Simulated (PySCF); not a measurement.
# [BF2]+ (SMILES F[B+]F) at CCSD(T)/STO-3G

Aim: the energy change on altering one bond length of [BF2]+ at CCSD(T)/STO-3G, from 2 runs. The job is set up through a Python script.

The calculation is run with PySCF 2.14.0.

7 further runs of the same task are left out: 7 set aside as unsound or not needed.

## 1. The molecule

[BF2]+ has 3 atoms, charge +1, and is taken as a singlet. SMILES: `F[B+]F`. The shape is that of a GFN2-xTB optimisation.

Bond lengths: F1–B2 1.219 Å, B2–F3 1.219 Å. Angles: F1–B2–F3 179.9°.

## 2. A single-point energy at CCSD(T)/STO-3G

run.py

```python
# F[B+]F
from pyscf import gto, scf, cc

mol = gto.M(
    atom=[
    ('F', (0.327370, 1.133870, 0.305680)),
    ('B', (0.000740, -0.000320, 0.000370)),
    ('F', (-0.328120, -1.133550, -0.306050)),
],
    charge=1,
    max_memory=1860,
    basis='sto-3g',
    verbose=3,
)

mf = scf.RHF(mol)
mf.conv_tol = 1e-10
mf.kernel()
if not mf.converged:
    mf = mf.newton().run(mf.mo_coeff, mf.mo_occ)

mycc = cc.CCSD(mf, frozen=3)
mycc.kernel()
e_t = mycc.ccsd_t()
etot = mycc.e_tot + e_t
print(f'total energy: {etot:.8f} hartree')
```

The run is started by

```sh
OMP_NUM_THREADS=1 python run.py
```

What it wrote:

```text
converged SCF energy = -220.272137983078
E(CCSD) = -220.3851805249883  E_corr = -0.1130425419105193
CCSD(T) correction = -0.0135316494200267
total energy: -220.39871217 hartree
```

Wall time 0.65 s (1 thread of Intel Xeon Platinum 8488C (Sapphire Rapids), shared host); peak memory 0.1 GiB.

## 3. The distorted shape, same level

run.py

```python
from pyscf import gto, cc

mol = gto.M(
    atom='''
F      0.393130     1.360476     0.366953
B      0.066500     0.226286     0.061643
F     -0.328120    -1.133550    -0.306050
''',
    charge=1,
    basis='sto-3g',
    verbose=3,
    spin=0,
    max_memory=1860,
)

hf = mol.RHF()
hf.conv_tol = 1e-10
hf.kernel()
if not hf.converged:
    hf = hf.newton().run(hf.mo_coeff, hf.mo_occ)

mycc = cc.CCSD(hf, frozen=3)
mycc.kernel()
e_t = mycc.ccsd_t()
energy = mycc.e_tot + e_t
print('E = %.10f Eh' % energy)
```

The run is started by

```sh
OMP_NUM_THREADS=1 python run.py
```

What it wrote:

```text
converged SCF energy = -220.23063916535
E(CCSD) = -220.3551406359547  E_corr = -0.1245014706048716
CCSD(T) correction = -0.0146133716902289
E = -220.3697540076 Eh
```

Wall time 0.74 s (1 thread of Intel Xeon Platinum 8488C (Sapphire Rapids), shared host); peak memory 0.12 GiB.

## 4. What came out

Level: CCSD(T)/STO-3G, 3 core orbitals frozen.

```
                                                         quantity          value
                                        first shape: total energy  -220.39871 Eh
                 first shape: HOMO energy (Hartree–Fock orbitals)      -24.98 eV
                 first shape: LUMO energy (Hartree–Fock orbitals)       -1.62 eV
               first shape: HOMO–LUMO gap (Hartree–Fock orbitals)       23.35 eV
         first shape: correlation energy (3 core orbitals frozen)     -126.6 mEh
                                      first shape: (T) correction     -13.53 mEh
                                       first shape: T1 diagnostic          0.021
                                    distorted shape: total energy  -220.36975 Eh
             distorted shape: HOMO energy (Hartree–Fock orbitals)      -23.42 eV
             distorted shape: LUMO energy (Hartree–Fock orbitals)       -2.66 eV
           distorted shape: HOMO–LUMO gap (Hartree–Fock orbitals)       20.76 eV
     distorted shape: correlation energy (3 core orbitals frozen)     -139.1 mEh
                                  distorted shape: (T) correction     -14.61 mEh
                                   distorted shape: T1 diagnostic          0.027
energy change with the B2–F3 bond stretched from 1.219 to 1.463 Å       0.788 eV
```

**Reading.** With the B2–F3 bond stretched from 1.219 to 1.463 Å the energy rises by 0.79 eV (18.2 kcal/mol). The first shape isn't relaxed at this level, so the change isn't measured from a minimum. The minimal basis adds a large error of its own. The T1 diagnostic (first shape) of 0.021 is above the customary mark for such species, so a single reference may not serve. The triples (first shape) make up 10.7 % of the correlation energy. The T1 diagnostic (distorted shape) of 0.027 is above the customary mark for such species, so a single reference may not serve. The triples (distorted shape) make up 10.5 % of the correlation energy.
